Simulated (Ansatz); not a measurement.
System: anatase TiO2 (metastable phase). Method: r²SCAN in Ansatz (plane waves, PAW).

Settings: plane-wave cutoff 600 eV, 10×10×10 k mesh, no spin polarisation, scalar-relativistic PAW data made under PBE.

Cell (relaxed at this level):

```cif
data_O4Ti2
_chemical_formula_sum 'Ti2 O4'
_space_group_name_H-M_alt 'P 1'
_space_group_IT_number 1
_cell_length_a 5.48609
_cell_length_b 5.48609
_cell_length_c 5.48609
_cell_angle_alpha 139.721
_cell_angle_beta 139.721
_cell_angle_gamma 58.277
loop_
_space_group_symop_operation_xyz
  'x, y, z'
loop_
_atom_site_label
_atom_site_type_symbol
_atom_site_fract_x
_atom_site_fract_y
_atom_site_fract_z
_atom_site_occupancy
Ti1 Ti 0.75000 0.25000 0.50000 1
Ti2 Ti 0.00000 0.00000 0.00000 1
O1 O 0.54273 0.04273 0.50000 1
O2 O 0.79273 0.79273 0.00000 1
O3 O 0.20727 0.20727 0.00000 1
O4 O 0.95727 0.45727 0.50000 1
```

**Question.** Estimate the elastic constant C33, elastic constant C12, elastic constant C11, elastic constant C66, elastic constant C13 and elastic constant C44 that the calculation returns.

**Answer.** 
* **elastic constant C33**: 209 GPa
* **elastic constant C12**: 159 GPa
* **elastic constant C11**: 364 GPa
* **elastic constant C66**: 64.8 GPa
* **elastic constant C13**: 153 GPa
* **elastic constant C44**: 50.6 GPa

Elastic constants are with the ions relaxed.

The computed numbers hold no vibrational or temperature effects.

Ansatz is a program for electronic structure.
